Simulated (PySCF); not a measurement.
Method: PySCF with M06-2X/def2-TZVP // PBE0-D3(BJ)/def2-SVP. All species are isolated molecules in the gas phase. Excitations are Tamm–Dancoff values on a coarser integration grid. The basis has no diffuse functions, so Rydberg states are missing or too high.

Reference species (SMILES): `CN(C)C` (neutral, multiplicity 1).

```
Quantity               Value
-------------------  -------
HOMO–LUMO gap        9.24 eV
S1–T1 gap (TDA)      0.12 eV
T1 excitation (TDA)  6.29 eV
S1 excitation (TDA)  6.41 eV
```

Changed species: `COC` (free base O(CH3)2; the reference has free base N(CH3)3).

### Question
Predict the effect on the HOMO–LUMO gap, S1–T1 gap (TDA), T1 excitation (TDA) and S1 excitation (TDA).

### Answer
the HOMO–LUMO gap goes up by 1.84 eV, to 11.08 eV; the S1–T1 gap (TDA) goes up by 0.16 eV, to 0.28 eV; the T1 excitation (TDA) rises by 1.33 eV, to 7.62 eV; the S1 excitation (TDA) goes up by 1.49 eV, to 7.90 eV.
